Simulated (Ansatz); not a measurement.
`C=NCS` + H–F → `C=NCF` + H₂S at 600 K and 1 bar (substitution at a C–S bond).

Isolated molecules relaxed with PBE0-D4/def2-TZVP in Ansatz; ΔE leaves out vibrations. CBS: MP2 limit from def2 TZ/QZ plus the TZ coupled-cluster correction, frozen cores. This one scheme is used for every species. One conformer a species, not always the lowest.

```tsv
species	CCSD(T)/CBS energy (Eh)	H − E (kJ/mol)	S (J/(mol·K))
`C=NCS`	-531.54994	226.1	371.7
H–F	-100.39570	42.3	194.0
`C=NCF`	-232.96675	201.6	335.1
H₂S	-398.97279	60.8	230.9
```

H − E and S are ideal-gas, rigid-rotor, harmonic terms from PBE0-D4/def2-TZVP, for one conformer and one mirror image of each species. 1 Eh = 2625.50 kJ/mol, R = 8.31446 J/(mol·K).

Question: By hand: ΔE, ΔH, ΔS and ΔG.

Answer: ΔE = (-232.96675) + (-398.97279) − (-531.54994) − (-100.39570) = 0.00610 Eh = 16.0 kJ/mol. Δ(H − E) = 201.6 + 60.8 − 226.1 − 42.3 = -6.0, so ΔH = 10.0 kJ/mol. ΔS = 335.1 + 230.9 − 371.7 − 194.0 = 0.3 J/(mol·K). ΔG = 10.0 − 600 × (0.3)/1000 = 9.8 kJ/mol.

Question: By hand: the equilibrium constant, and the temperature at which ΔG would vanish if ΔH and ΔS stayed fixed.

Answer: log₁₀ K = −ΔG/(RT ln 10) = -0.9. ΔG = 0 at ΔH/ΔS = 33333 K, far beyond where these terms or the molecules hold.

The number of gas molecules stays the same, so ΔS is small and ΔH decides. A doubt of 5 kJ/mol in ΔE shifts log₁₀ K by 0.4 here. Other conformers and mirror images would add mixing entropy, several J/(mol·K) or more a flexible species. These are equilibria of isolated gas molecules and say nothing of rates. Largest T1 diagnostic: 0.012 (customary marks: 0.02 for closed shells, 0.045 for open ones).
